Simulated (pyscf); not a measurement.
A first-order saddle from PySCF, ωB97X-D3(BJ)/def2-SVP:

```xyz
7

C     -0.2692    -0.6059    -0.4340
C      0.1153     0.1828     0.5636
F     -0.6711     0.4978     1.5817
H     -1.3447    -1.0989    -0.3825
H      0.3154    -0.8008    -1.3341
H      1.1242     0.6052     0.6552
F     -2.5022    -0.7140    -0.7947
```
Charge 0, spin multiplicity 2.

Surface: doublet, charge 0. Lowest wavenumbers (cm⁻¹): 869i, 76, 234, 476, 527.

Name the species on either side of this saddle.

F–CH•–CH₂–F (SMILES F[CH]CF) ⇌ •HC=CH–F (SMILES [CH]=CF) + HF (SMILES F), a 1,1-elimination read from left to right: C–H, C–F broken and F–H formed. At CCSD(T)/def2-TZVPP + ΔMP2(QZVPP) it lies +48.5 kcal/mol from the left side and +21.3 kcal/mol from the right (each side as separated species at their lowest minima found). This saddle turned up in a search for another step; its sides and bond changes are read from the two ends of the descent. F–CH•–CH₂–F lies 11.4 kcal/mol over its isomer H₃C–C•(F)–F (electronic energy, ωB97M-D3(BJ)/def2-TZVP). One saddle was located; it need not be the lowest between these sides. The CCSD(T) − MP2 part came from Ansatz, without density fitting, on the same reference. A UHF reference is spin-contaminated (<S²> up to 0.95), which harms MP2 most.
